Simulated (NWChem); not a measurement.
## Correlation energy of dimethyl ether (C2H6O)

SMILES: COC
```xyz
9

C     -1.1611     0.0000    -0.1881
O      0.0000     0.0000     0.5778
C      1.1611     0.0000    -0.1881
H     -1.2330    -0.8952    -0.8395
H     -1.2330     0.8952    -0.8395
H     -2.0215     0.0000     0.4963
H      1.2330    -0.8952    -0.8395
H      2.0215     0.0000     0.4963
H      1.2330     0.8952    -0.8395
```
Charge 0, spin multiplicity 1.

All runs are NWChem calculations. All single points use one geometry, from PBE0/def2-SVP, a minimum by its harmonic frequencies.

Basis set: 6-311G**. Each correlation energy counts from its own Hartree-Fock reference.

The correlated methods keep 3 core orbitals frozen. The Pople sets run with spherical d functions. Coupled-cluster values serve here as a point of comparison, not as the truth.

Question: Order these methods by the correlation energy they give, lowest first: CCSD, CCSD(T), CR-CCSD(T), SCS-MP2.

Answer: CCSD(T) (-559.7 mHa), CR-CCSD(T) (-556.1 mHa), CCSD (-543.7 mHa), SCS-MP2 (-507.6 mHa)
